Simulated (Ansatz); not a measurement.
## H2Al–C, doublet: vertical spin and charge gaps

Geometry (PBE0/def2-TZVP stationary point for this spin, not checked as a minimum):

```xyz
4

Al    0.0000    0.0000    0.5411
C     0.0000    0.0000   -1.4289
H     0.0000    1.4055    1.2709
H     0.0000   -1.4055    1.2709
```

Basis 6-31G; Ansatz 0.2.0. Correlated methods freeze the noble-gas cores. R marks a restricted (for open shells ROHF) determinant. Active spaces: valence = (9e, 10o) chosen from the atoms' valence shells.

Gaps are energies of the second state less the first, at fixed atoms, for a selection of the levels run; each method lands on the state that its own search finds for that charge and spin.

For open shells CISD and CISDTQ are restricted-active-space CI with the open shells as a complete middle space.

Removing an electron, to the singlet: 9.050 eV at full CI (doublet B1, singlet ion A1, in C2v).

```
                   level  gap (eV)  error (meV)
                     RHF     9.180          130
                    RMP2     9.304          254
                    CISD     9.118           68
                   RCCSD     9.074           24
                RCCSD(T)     9.068           18
                 BCCD(T)     9.066           16
                  RCCSDT     9.058            8
                  CISDTQ     9.056            6
               RCCSDT(Q)     9.053            3
                 RCCSDTQ     9.050            0
  CASSCF (valence space)     8.767         -283
  NEVPT2 (valence space)     8.972          -78
  MRCISD (valence space)     9.038          -12
MRCISD+Q (valence space)     9.048           -2
```

Removing an electron, to the triplet: 8.024 eV at full CI (doublet B1, triplet ion B1, in C2v).

```tsv
level	gap (eV)	error (meV)
RHF	7.470	-554
RMP2	7.980	-44
CISD	7.959	-65
RCCSD	8.028	4
BCCD(T)	8.034	10
CISDTQ	8.018	-6
RCCSDT(Q)	8.023	-1
RCCSDTQ	8.024	0
NEVPT2 (valence space)	7.948	-76
MRCISD (valence space)	8.020	-4
```

Quartet less doublet: -1.053 eV at full CI (doublet B1, quartet A2, in C2v).

```
                   level  gap (eV)  error (meV)
                     RHF    -1.701         -648
                    RMP2    -1.324         -271
                    CISD    -1.180         -127
                   RCCSD    -1.089          -36
                RCCSD(T)    -1.065          -12
                 BCCD(T)    -1.065          -12
                  RCCSDT    -1.055           -2
                  CISDTQ    -1.061           -8
               RCCSDT(Q)    -1.054           -1
                 RCCSDTQ    -1.053            0
  CASSCF (valence space)    -1.030           23
  NEVPT2 (valence space)    -1.057           -4
  MRCISD (valence space)    -1.047            6
MRCISD+Q (valence space)    -1.048            5
```

Full CI is exact within this basis and frozen core; it isn't the basis-set limit.
